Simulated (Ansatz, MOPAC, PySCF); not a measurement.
Process, species as SMILES: O=CC=O + 2 C (CH4) -> 2 C=O (CH2O) [formaldehyde] + CC (C2H6)

Wanted: bond separation energy (enthalpy at 298 K), in kcal/mol. Conventions: non-relativistic; no dispersion term unless named; 6-31G* and kin with 6d, 5d where marked; no spin-orbit coupling. Ab initio and DFT rows: single points at B3LYP-D3(BJ) geometries (Ansatz, a quantum-chemistry and plane-wave program), with unscaled harmonic terms from B3LYP/6-31G* (Ansatz) at its own minima. Semi-empirical rows: MOPAC heats of formation at their own minima for 298 K.

```tsv
species	coefficient	E at B3LYP/6-31G* (Ansatz), Eh	E at M06-2X/def2-TZVPD (PySCF), Eh	H(298 K) - E, kcal/mol	heat of formation at AM1 (MOPAC), kcal/mol
O=CC=O	-1	-227.81837	-227.82419	26.55	-58.75
C (CH4)	-2	-40.51834	-40.50048	30.76	-8.79
C=O (CH2O)	+2	-114.50034	-114.49985	19.22	-31.51
CC (C2H6)	+1	-79.83034	-79.80476	49.98	-17.44
```

Measured values: Active Thermochemical Tables 1.112 (ions: stationary electron), as tabulated in the package chemicals; they hold spin-orbit and core effects, anharmonicity and other conformers.  Value to compare with, the measured value: 14.2 kcal/mol. 1 Eh = 627.5095 kcal/mol.

Task: Compute it at each level from the table, and compare with the measured value.

Result: 
- B3LYP/6-31G*: the sum of coefficient times E is 0.02403 Eh, or 15.08 kcal/mol; the thermal terms add 0.35. Result: 15.4 kcal/mol. Its error against the measured value is 1.2 kcal/mol.
- M06-2X/def2-TZVPD: the sum of coefficient times E is 0.02069 Eh, or 12.98 kcal/mol; the thermal terms add 0.35. Result: 13.3 kcal/mol. Its error against the measured value is -0.9 kcal/mol.
- AM1: the sum of coefficient times heat of formation is -4.13 kcal/mol; it needs no thermal term. Its error against the measured value is -18.3 kcal/mol.
